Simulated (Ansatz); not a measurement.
# H₂O (singlet): trial inputs and their diagnosis at distance O1–H2 = 0.765 Å

3 inputs are run for H₂O (singlet) as typed; the log has to tell whether the result can be used and what must change.

Program: Ansatz 0.2.0, Gaussian basis. Level of theory: the settings change from run to run. These are calculated values, not measurements.

21 further runs of the same task are left out: 12 that didn't finish, 9 set aside as unsound or not needed.

**1. The system**

The geometry derives from a PBE0/def2-TZVP stationary point (not a proven minimum). One bond is set to the value named and the two fragments are kept rigid.

3 atoms, charge 0, spin multiplicity 1.

Atoms are counted from 1 here; the program's logs count them from 0.

Bond lengths: O1–H2 0.765 Å, O1–H3 0.960 Å. Angles: H2–O1–H3 105.1°.

Coordinates:

```
atom   x (Å)    y (Å)    z (Å)
  O1  0.0000  -0.0587  -0.0086
  H2  0.0000   0.4067  -0.6158
  H3  0.0000   0.5250   0.7529
```

**2. Input 1**

Input file in.yaml:

```yaml
crystal:
  periodic: [false, false, false]
  atoms:
    - {symbol: O, position_ang: [0.000000, -0.058697, -0.008638]}
    - {symbol: H, position_ang: [0.000000, 0.406689, -0.615796]}
    - {symbol: H, position_ang: [0.000000, 0.525031, 0.752912]}
basis:
  gaussian: {orbitals: def2-SVP}
correlation: {active_space: {window: {electrons: 2, orbitals: 2}, states: [{multiplicity: 1, weights: [1, 1]}], root: 2}}
scf: {lower_state_search: off}
```

The run is started by

```bash
ansatz run in.yaml --threads 1 --pin off --events-out ev --progress --plain --max-ram 2393MiB
```

The program printed:

```text
Error: the active space averages no state 2, counted from zero
```

It took 0.03 s on 1 thread of Arm Neoverse V2, shared host.

Diagnosis: The run was refused. The root asked for lies beyond the states averaged. To mend it, average more states or name a lower root.

**3. Input 2**

Input file in.yaml:

```yaml
crystal:
  periodic: [false, false, false]
  atoms:
    - {symbol: O, position_ang: [0.000000, -0.058697, -0.008638]}
    - {symbol: H, position_ang: [0.000000, 0.406689, -0.615796]}
    - {symbol: H, position_ang: [0.000000, 0.525031, 0.752912]}
basis:
  gaussian: {orbitals: def2-TZVP}
correlation: {method: sc_nevpt2, electrons: outside_noble_gas, active_space: {window: {electrons: 2, orbitals: 2}, states: [{multiplicity: 1, weights: [1, 1]}], root: 2}}
```

Launched as before.

The program printed:

```text
Error: the active space averages no state 2, counted from zero
```

Wall time 0.03 s (1 thread of Arm Neoverse V2, shared host).

**Diagnosis.** The run was refused. The root asked for lies beyond the states averaged. Cure: average more states or name a lower root.

**4. Input 3**

Input file in.yaml:

```yaml
crystal:
  periodic: [false, false, false]
  atoms:
    - {symbol: O, position_ang: [0.000000, -0.058697, -0.008638]}
    - {symbol: H, position_ang: [0.000000, 0.406689, -0.615796]}
    - {symbol: H, position_ang: [0.000000, 0.525031, 0.752912]}
basis:
  gaussian: {orbitals: cc-pVTZ}
magnetization: {spin_polarized: true, initial_magnetization: 0}
hamiltonian: {xc: {name: PBE}}
correlation: {method: ccsd_t, electrons: outside_noble_gas}
accuracy: high
scf: {omitted_lower_state_checks: [cluster_reference]}
multiplicity: 3
output: {forces: true}
```

Same command.

The program printed:

```text
Error: YAML parse error: error: line 14 column 1: unknown field `multiplicity`, expected one of crystal, accuracy, basis, kpoints, hamiltonian, magnetization, projection, total_charge, correlation, batch, efield, external_charges, scf, relax, neb, saddle, md, ramp, phonons, dielectric, real_time, elastic, magnetic_configurations, gw, evaluate, workflow, output, checkpoint, execution
  --> <input>:14:1
   |
12 | accuracy: high
13 | scf: {omitted_lower_state_checks: [cluster_reference]}
14 | multiplicity: 3
   | ^ unknown field `multiplicity`, expected one of crystal, accuracy, basis, kpoints, hamiltonian, magnetization, projection, total_charge, correlation, batch, efield, external_charges, scf, relax, neb, saddle, md, ramp, phonons, dielectric, real_time, elastic, magnetic_configurations, gw, evaluate, workflow, output, checkpoint, execution
15 | output: {forces: true}
   |
```

Wall time 0.03 s (1 thread of Arm Neoverse V2, shared host).

Diagnosis: The run was refused. The input holds a key that the program doesn't read here. To mend it, remove it or spell it as the reference does.

**5. How the runs ended**

```
input                  level    ended                                                     cause    time
    1   CASSCF(2,2)/def2-SVP  refused        the root asked for lies beyond the states averaged  0.03 s
    2  NEVPT2(2,2)/def2-TZVP  refused        the root asked for lies beyond the states averaged  0.03 s
    3        CCSD(T)/cc-pVTZ  refused  the input holds a key that the program doesn't read here  0.03 s
```

3 refused.
